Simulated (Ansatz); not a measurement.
# CH₃BF radical (SMILES B[CH]F): one structure at several levels

The atoms stand at a structure displaced at random from a GFN2-xTB minimum. How far do the functionals agree with CCSD(T) there?

Computed with Ansatz 0.2.0, Gaussian basis. Level: single points in def2-TZVPP.

Correlated methods freeze the cores. Orbitals are unrestricted.

### 1 The starting structure

SMILES `B[CH]F`, 6 atoms, charge 0, spin multiplicity 2.

Atoms are counted from 1 here; the program's logs count them from 0.

Bond lengths: B1–C2 1.499 Å, B1–H4 1.175 Å, B1–H5 1.150 Å, C2–F3 1.295 Å, C2–H6 1.092 Å. Angles: C2–B1–H4 118.3°, C2–B1–H5 120.4°, H4–B1–H5 121.2°, B1–C2–F3 122.8°, B1–C2–H6 125.4°, F3–C2–H6 111.8°.

Coordinates:

```xyz
6
charge 0, multiplicity 2
B    -0.4656   -0.0126   -0.6295
C     0.4124   -0.0331    0.5854
F     0.8518    1.0456    1.1510
H    -0.8288   -1.0385   -1.0720
H    -0.7777    0.9861   -1.1055
H     0.7740   -0.9314    1.0901
```

### 2 CCSD(T)/def2-TZVPP

Contents of run/in.yaml:

```yaml
crystal:
  periodic: [false, false, false]
  atoms:
    - {symbol: B, position_ang: [-0.465600, -0.012600, -0.629500]}
    - {symbol: C, position_ang: [0.412400, -0.033100, 0.585400]}
    - {symbol: F, position_ang: [0.851800, 1.045600, 1.151000]}
    - {symbol: H, position_ang: [-0.828800, -1.038500, -1.072000]}
    - {symbol: H, position_ang: [-0.777700, 0.986100, -1.105500]}
    - {symbol: H, position_ang: [0.774000, -0.931400, 1.090100]}
basis:
  gaussian: {orbitals: def2-TZVPP}
magnetization: {spin_polarized: true, initial_magnetization: 1}
correlation: {method: ccsd_t}
scf: {omitted_lower_state_checks: [cluster_reference]}
output: {forces: true}
```

The command line of these runs was not kept.

### 3 PBE0-D4/def2-TZVPP

Changes to run/in.yaml since step 2:

```diff
@@ -12,4 +12,3 @@
 magnetization: {spin_polarized: true, initial_magnetization: 1}
-correlation: {method: ccsd_t}
-scf: {omitted_lower_state_checks: [cluster_reference]}
-output: {forces: true}
+hamiltonian: {xc: pbe0, dispersion: d4}
+output: {forces: true, orbitals: {seedname: orbitals}}
```

### 4 wB97M-V/def2-TZVPP

Changes to run/in.yaml since step 3:

```diff
@@ -12,3 +12,3 @@
 magnetization: {spin_polarized: true, initial_magnetization: 1}
-hamiltonian: {xc: pbe0, dispersion: d4}
-output: {forces: true, orbitals: {seedname: orbitals}}
+hamiltonian: {xc: {name: wB97M-V}}
+output: {forces: true}
```

### 5 r2SCAN-D4/def2-TZVPP

Changes to run/in.yaml since step 4:

```diff
@@ -12,3 +12,3 @@
 magnetization: {spin_polarized: true, initial_magnetization: 1}
-hamiltonian: {xc: {name: wB97M-V}}
+hamiltonian: {xc: r2scan, dispersion: d4}
 output: {forces: true}
```

### 6 PBE-D4/def2-TZVPP

Changes to run/in.yaml since step 5:

```diff
@@ -12,3 +12,3 @@
 magnetization: {spin_polarized: true, initial_magnetization: 1}
-hamiltonian: {xc: r2scan, dispersion: d4}
+hamiltonian: {xc: pbe, dispersion: d4}
 output: {forces: true}
```

### 7 HSE06-D4/def2-TZVPP

Changes to run/in.yaml since step 6:

```diff
@@ -12,3 +12,3 @@
 magnetization: {spin_polarized: true, initial_magnetization: 1}
-hamiltonian: {xc: pbe, dispersion: d4}
+hamiltonian: {xc: hse06, dispersion: d4}
 output: {forces: true}
```

### 8 SPW92/def2-TZVPP

Changes to run/in.yaml since step 7:

```diff
@@ -12,3 +12,3 @@
 magnetization: {spin_polarized: true, initial_magnetization: 1}
-hamiltonian: {xc: hse06, dispersion: d4}
+hamiltonian: {xc: lda}
 output: {forces: true}
```

(Steps that only read results are left out.)

Q: Predict the outcome of this session. Wanted: energy less free atoms, CCSD(T)/def2-TZVPP; RMS force component; RMS force error; HOMO and LUMO, PBE0-D4; T1 diagnostic.

**Answer**, as computed:

| quantity | value |
| --- | --- |
| energy less free atoms, CCSD(T)/def2-TZVPP | -2036.4 kJ/mol |
| RMS force component | 0.550 to 0.726 eV/Å over the methods |
| RMS force error | PBE0-D4 0.160, wB97M-V 0.086, r2SCAN-D4 0.100, PBE-D4 0.179, HSE06-D4 0.162, SPW92 0.361 eV/Å |
| HOMO and LUMO, PBE0-D4 | -7.42 and -3.43 eV |
| T1 diagnostic | 0.017 |

Against CCSD(T) the functionals' energies less atoms differ by -387.8 to -77.9 kJ/mol, PBE-D4 by -128.4 kJ/mol. A larger basis would deepen the CCSD(T) value, while the functionals are nearly converged already, so the order here is not reliable. The forces of wB97M-V come nearest to CCSD(T), those of SPW92 are farthest. Frozen-core CCSD(T) forces in triple zeta carry basis errors of their own, and this is one geometry, so small gaps rank nothing.
